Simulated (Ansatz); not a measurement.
## CuNiF4: from a trial structure to a relaxed crystal

These are results of DFT PBE, scalar-relativistic, plane waves, PAW in Ansatz 0.2.0, not measurements. Cutoff 420 eV, Γ-centred k mesh, Gaussian smearing, collinear spin, first started from parallel moments.

The start puts CuNiF4 on the sites of a reported MgInCu4 cell (F-43m, No. 216), with Cu in place of Mg, Ni in place of In, F in place of Cu, at a guessed volume.

```yaml
crystal:
  lattice:
    - [0.00000, 3.13014, 3.13014]
    - [3.13014, 0.00000, 3.13014]
    - [3.13014, 3.13014, 0.00000]
  atoms:
    - { symbol: Cu, position: [0.00000, 0.00000, 0.00000] }
    - { symbol: Ni, position: [0.75000, 0.75000, 0.75000] }
    - { symbol: F, position: [0.37500, 0.87500, 0.37500] }
    - { symbol: F, position: [0.37500, 0.37500, 0.87500] }
    - { symbol: F, position: [0.37500, 0.37500, 0.37500] }
    - { symbol: F, position: [0.87500, 0.37500, 0.37500] }
```

Cell and atoms relax at zero pressure; the relaxation can't lower the symmetry of the start. After a coarse first stage the cell is made exact in the group found at 0.06 Å.

Formation energies are uncorrected and refer to the elements' standard structures at the same level (F₂ as a molecule).

Q: What does it relax into?

A: It keeps F-43m (No. 216). Conventional cell: a = 6.430 Å. Cu has 12 F at 2.67 Å and 4 Ni at 2.78 Å; around Ni lie 12 F at 2.67 Å and 4 Cu at 2.78 Å; F is coordinated by 6 F at 2.27–2.28 Å, 3 Ni at 2.67 Å and 3 Cu at 2.67 Å.

```cif
data_structure
_symmetry_space_group_name_H-M 'F-43m'
_symmetry_Int_Tables_number 216
_cell_length_a 6.4301
_cell_length_b 6.4301
_cell_length_c 6.4301
_cell_angle_alpha 90.000
_cell_angle_beta 90.000
_cell_angle_gamma 90.000
_cell_volume 265.86
loop_
_atom_site_label
_atom_site_type_symbol
_atom_site_symmetry_multiplicity
_atom_site_Wyckoff_symbol
_atom_site_fract_x
_atom_site_fract_y
_atom_site_fract_z
_atom_site_occupancy
Cu1 Cu 4 a 0.00000 0.00000 0.00000 1
Ni1 Ni 4 c 0.25000 0.25000 0.25000 1
F1 F 16 e 0.62470 0.12470 0.12470 1
```

Q: What are its volume, energy, gap and moment?

A: The volume per atom is 11.08 Å³, the density is 4.95 g/cm³ and the energy over the elements is 0.03 eV/atom. The gap on the 10×10×10 mesh is 0 eV (a metal) and the net moment per atom is 0.52 μB. The largest site moment is 1.41 μB.

The final run used a 10×10×10 mesh on its 6-atom cell and 0.10 eV smearing. For metals, differences of a few meV/atom aren't resolved. A structure relaxed within its symmetry needn't be a true minimum.

Cost: 3 runs of about 5.4 core-minutes in all, on Arm Neoverse V1 (shared hosts).